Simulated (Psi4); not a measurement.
**doublet [S2]+: levels of theory compared**

We compute a comparison of 6 runs (UHF/3-21G, UB3LYP/6-31G*, U-wB97M-V/cc-pVTZ, U-wB97X/cc-pVTZ, UB2PLYP/cc-pVTZ, UTPSSh/cc-pVTZ) of doublet [S2]+. 

The calculation is run with Psi4 1.11.

3 further runs of the same task are left out: 1 that didn't finish, 2 set aside as unsound or not needed.

## Step 1: The structure to begin with

[S2]+: 2 atoms, total charge +1, spin state doublet. As SMILES of the parent species, `S=S`. The bond length is the one measured for the parent species. That shape belongs to the parent species and isn't relaxed for this state.

Bond lengths: S1–S2 1.889 Å.

## Step 2: Energy and forces at UHF/3-21G (run 1)

The input, calc.py:

```python
import psi4

psi4.set_memory('1600 MB')
psi4.set_num_threads(1)
psi4.set_output_file('psi4.out', False)

geom = psi4.geometry("""
1 2
S      0.00000000     0.00000000     0.00000000
S      0.00000000     0.00000000     3.57007059
units bohr
symmetry c1
""")

psi4.set_options(dict(reference='uhf', puream=True, e_convergence=1e-09, d_convergence=1e-08, scf_type='pk', maxiter=100))

result, w = psi4.gradient('hf/3-21G', return_wfn=True)
psi4.oeprop(w, 'DIPOLE', 'LOWDIN_CHARGES', 'QUADRUPOLE', title='HF')
print('gradient / Eh bohr^-1')
print(result.np.round(6))
print(f'energy = {w.energy():.10f} Eh')
```

Command:

```console
python calc.py
```

psi4.out:

```text
[...]
  Running in c1 symmetry.
[...]
  Nuclear repulsion =   71.707265597793125
[...]
  Multiplicity = 2
[...]
  Nalpha       = 16
  Nbeta        = 15
[...]
    Number of basis functions: 26
[...]
   @UHF iter   1:  -790.68351972375183    1.35171e-01   7.93052e-03 DIIS/ADIIS
[...]
   @UHF iter  10:  -790.71921510763138    3.41061e-13   7.09025e-10 DIIS
[...]
   @S^2 Observed:                7.560277885E-01
[...]
    Orbital Energies [Eh]
    ---------------------
    Alpha Occupied:
       1A    -91.722046     2A    -91.721468     3A     -9.321728
       4A     -9.319732     5A     -6.998649     6A     -6.998340
       7A     -6.991460     8A     -6.991302     9A     -6.988193
      10A     -6.987874    11A     -1.464415    12A     -1.135134
      13A     -0.850004    14A     -0.808083    15A     -0.758284
      16A     -0.682729
    Alpha Virtual:
      17A     -0.355102    18A     -0.141917    19A      0.264715
      20A      0.370229    21A      0.387570    22A      0.392192
      23A      0.401960    24A      0.431211    25A      0.452995
[...]
  @UHF Final Energy:  -790.71921510763138
   => Energetics <=
    Nuclear Repulsion Energy =             71.7072655977931248
    One-Electron Energy =               -1226.4377681970504455
    Two-Electron Energy =                 364.0112874916258647
    Total Energy =                       -790.7192151076314985
  UHF NO Occupations:
  HONO-2 :   14  A 1.9995195
  HONO-1 :   15  A 1.9975684
[...]
  -Total Gradient:
     Atom            X                  Y                   Z
    ------   -----------------  -----------------  -----------------
       1       -0.000000000000    -0.000000000000     0.020149218583
       2        0.000000000000     0.000000000000    -0.020149218583
[...]
```

The script printed:

```text
gradient / Eh bohr^-1
[[-0.       -0.        0.020149]
 [ 0.        0.       -0.020149]]
energy = -790.7192151076 Eh
```

Wall time 3.6 s (1 thread of Intel Xeon Platinum 8175M at 2.50GHz (Skylake/Cascade Lake), shared host); peak memory 0.18 GiB.

## Step 3: A single-point energy at UB3LYP/6-31G(d) (Cartesian functions) (run 2)

The input, job.py:

```python
import psi4

psi4.set_memory(1600000000)
psi4.set_num_threads(1)
psi4.core.set_output_file('psi4.out', False)

m = psi4.geometry("""
1 2
S      0.00000000     0.00000000     0.00000000
S      0.00000000     0.00000000     3.57007059
units au
symmetry c1
no_reorient
no_com
""")

psi4.set_options({
    'basis': '6-31G*',
    'reference': 'uks',
    'puream': False,
    'e_convergence': 1e-09,
    'd_convergence': 1e-08,
    'scf_type': 'pk',
    'dft_radial_points': 99,
    'dft_spherical_points': 590,
    'maxiter': 100,
})

energy_value, wavefunction = psi4.energy("b3lyp", molecule=m, return_wfn=True)
psi4.oeprop(wavefunction, "QUADRUPOLE", "MAYER_INDICES", "MULLIKEN_CHARGES", title="B3LYP")
print('E =', round(energy_value, 9))
```

Command:

```console
python job.py
```

psi4.out:

```text
[...]
  Running in c1 symmetry.
[...]
  Nuclear repulsion =   71.707265597793125
[...]
  Multiplicity = 2
[...]
  Nalpha       = 16
  Nbeta        = 15
[...]
    Number of basis functions: 38
[...]
   @UKS iter   1:  -796.00345536546808    1.96392e-01   2.19246e-03 ADIIS/DIIS
[...]
   @UKS iter   8:  -796.00604025329255   -3.75167e-12   5.67850e-09 DIIS
[...]
   @S^2 Observed:                7.524371106E-01
[...]
  @UKS Final Energy:  -796.00604025329255
   => Energetics <=
    Nuclear Repulsion Energy =             71.7072655977931248
    One-Electron Energy =               -1231.9764253699909204
    Two-Electron Energy =                 405.3445136714829005
    DFT Exchange-Correlation Energy =     -41.0813941525776229
    Empirical Dispersion Energy =           0.0000000000000000
    VV10 Nonlocal Energy =                  0.0000000000000000
    Total Energy =                       -796.0060402532925536
[...]
 Multipole Moments:
 ------------------------------------------------------------------------------------
     Multipole            Electronic (a.u.)      Nuclear  (a.u.)        Total (a.u.)
 ------------------------------------------------------------------------------------
 L = 1.  Multiply by 2.5417464519 to convert [e a0] to [Debye]
 Dipole X            :         -0.0000000            0.0000000           -0.0000000
 Dipole Y            :         -0.0000000            0.0000000           -0.0000000
 Dipole Z            :        -55.3360941           57.1211294            1.7850353
 Magnitude           :                                                    1.7850353
 L = 2.  Multiply by 1.3450342976 to convert [e a0^2] to [Debye ang]
 Quadrupole XX       :        -16.9062483            0.0000000          -16.9062483
 Quadrupole XY       :          0.1347317            0.0000000            0.1347317
[...]
```

The script printed:

```text
E = -796.006040253
```

Wall time 6 s (1 thread of Intel Xeon Platinum 8175M at 2.50GHz (Skylake/Cascade Lake), shared host); peak memory 0.31 GiB.

## Step 4: A single-point energy at U-wB97M-V/cc-pVTZ (run 3)

The input, s2.py:

```python
import psi4

psi4.set_memory(1600000000)
psi4.set_num_threads(1)
psi4.set_output_file('s2.out', False)

mol = psi4.geometry("""
1 2
S      0.000000     0.000000     0.000000
S      0.000000     0.000000     1.889200
units angstrom
symmetry c1
""")

psi4.set_options({
    'reference': 'uks',
    'puream': True,
    'e_convergence': 1e-09,
    'd_convergence': 1e-08,
    'scf_type': 'pk',
    'dft_radial_points': 99,
    'dft_spherical_points': 590,
    'maxiter': 100,
})

e, wfn = psi4.energy('wb97m-v/cc-pVTZ', molecule=mol, return_wfn=True)
print(f'wb97m-v/cc-pVTZ energy: {e:.10f} Eh')
```

Command:

```console
python s2.py
```

s2.out:

```text
[...]
  Running in c1 symmetry.
[...]
  Nuclear repulsion =   71.707265472962106
[...]
  Multiplicity = 2
[...]
  Nalpha       = 16
  Nbeta        = 15
[...]
    Number of basis functions: 68
[...]
   @UKS iter   1:  -795.98891319235418    3.95650e-02   2.89463e-03 DIIS/ADIIS
[...]
   @UKS iter   9:  -796.01029003362191   -2.28511e-11   7.81701e-09 DIIS
[...]
   @S^2 Observed:                7.535234940E-01
[...]
  @UKS Final Energy:  -796.01029003362191
   => Energetics <=
    Nuclear Repulsion Energy =             71.7072654729621064
    One-Electron Energy =               -1232.0862850745929791
    Two-Electron Energy =                 403.6391726359547079
    DFT Exchange-Correlation Energy =     -39.4013322686016565
    Empirical Dispersion Energy =           0.0000000000000000
    VV10 Nonlocal Energy =                  0.1308892006559663
    Total Energy =                       -796.0102900336219136
[...]
 Multipole Moments:
 ------------------------------------------------------------------------------------
     Multipole            Electronic (a.u.)      Nuclear  (a.u.)        Total (a.u.)
 ------------------------------------------------------------------------------------
 L = 1.  Multiply by 2.5417464519 to convert [e a0] to [Debye]
 Dipole X            :         -0.0000000            0.0000000           -0.0000000
 Dipole Y            :          0.0000000            0.0000000            0.0000000
 Dipole Z            :         -0.0000000            0.0000000           -0.0000000
 Magnitude           :                                                    0.0000000
[...]
```

The script printed:

```text
wb97m-v/cc-pVTZ energy: -796.0102900336 Eh
```

It took 55 s on 1 thread of Intel Xeon Platinum 8175M at 2.50GHz (Skylake/Cascade Lake), shared host; peak memory 0.96 GiB.

Runs 4 to 5 aren't shown in full; the table further down has their settings and results.

## Step 5: Energy and gradient at UTPSSh/cc-pVTZ (run 6)

The input, job.dat:

```
memory 1.6 GB

molecule system {
  1 2
  S
  S 1 1.8892
  units angstrom
  symmetry c1
  no_reorient
  no_com
}

set {
  basis                cc-pVTZ
  reference            uks
  puream               true
  e_convergence        1e-09
  d_convergence        1e-08
  scf_type             pk
  dft_radial_points    99
  dft_spherical_points 590
  maxiter              100
}

e_tot, wfn = gradient("tpssh", return_wfn=True)
oeprop(wfn, "MULLIKEN_CHARGES", "WIBERG_LOWDIN_INDICES", "MAYER_INDICES", title="TPSSH")
print_variables()
```

Command:

```console
psi4 -n 1 job.dat job.out
```

job.out:

```text
[...]
  Running in c1 symmetry.
[...]
  Nuclear repulsion =   71.707265472962106
[...]
  Multiplicity = 2
[...]
  Nalpha       = 16
  Nbeta        = 15
[...]
    Number of basis functions: 68
[...]
   @UKS iter   1:  -796.07653616055632    1.79840e-01   2.90822e-03 DIIS/ADIIS
[...]
   @UKS iter   9:  -796.08582371516502   -1.93268e-12   2.07040e-09 DIIS
[...]
   @S^2 Observed:                7.552060397E-01
[...]
  @UKS Final Energy:  -796.08582371516502
   => Energetics <=
    Nuclear Repulsion Energy =             71.7072654729621064
    One-Electron Energy =               -1232.1681669886781947
    Two-Electron Energy =                 410.4232202755376306
    DFT Exchange-Correlation Energy =     -46.0481424749864985
    Empirical Dispersion Energy =           0.0000000000000000
    VV10 Nonlocal Energy =                  0.0000000000000000
    Total Energy =                       -796.0858237151650201
[...]
  -Total Gradient:
     Atom            X                  Y                   Z
    ------   -----------------  -----------------  -----------------
       1        0.000000000000     0.000000000000    -0.040219377701
       2        0.000000000000     0.000000000000     0.040219377700
[...]
  Mulliken Charges: (a.u.)
   Center  Symbol    Alpha    Beta     Spin     Total
       1     S     8.00000  7.50000  0.50000  0.50000
       2     S     8.00000  7.50000  0.50000  0.50000
   Total alpha = 16.00000, Total beta = 15.00000, Total charge =  1.00000
  Mayer Bond Indices:
  Total Bond Index:
  Irrep: 1 Size: 2 x 2
                 1                   2
[...]
```

Run time: 58 s. Hardware: 1 thread of Intel Xeon Platinum 8175M at 2.50GHz (Skylake/Cascade Lake), shared host; peak memory 0.94 GiB.

## Step 6: Overview of the runs

```tsv
run	level	task	Cartesian functions	energy (Eh)	HOMO energy (eV)	LUMO energy (eV)	⟨S²⟩	wall time
1	UHF/3-21G	gradient	no	-790.719215	-18.58	-9.66	0.756	3.6 s
2	UB3LYP/6-31G* (Cartesian functions)	energy	yes	-796.006040	-14.40	-12.61	0.752	6 s
3	U-wB97M-V/cc-pVTZ	energy	no	-796.010290	-16.55	-10.03	0.754	55 s
4	U-wB97X/cc-pVTZ	energy	no	-796.030706	-16.98	-10.12	0.757	26 s
5	UB2PLYP/cc-pVTZ (density fitting for correlation)	energy	no	-795.808071	-15.84	-10.96	0.761	24 s
6	UTPSSh/cc-pVTZ	gradient	no	-796.085824	-13.99	-12.83	0.755	58 s
```

## Step 7: Summary of results

| quantity | value |
| --- | --- |
| run 6: total energy | -796.08582 Eh |
| run 6: HOMO energy (highest over α and β) | -13.99 eV |
| run 6: LUMO energy (lowest over α and β) | -12.83 eV |
| run 6: ⟨S²⟩ | 0.755 |
| run 6: largest force on an atom | 2.068 eV/Å |

What this shows: Totals of different functionals can't be ranked against each other. All runs together took 2.9 min, the longest 58 s.
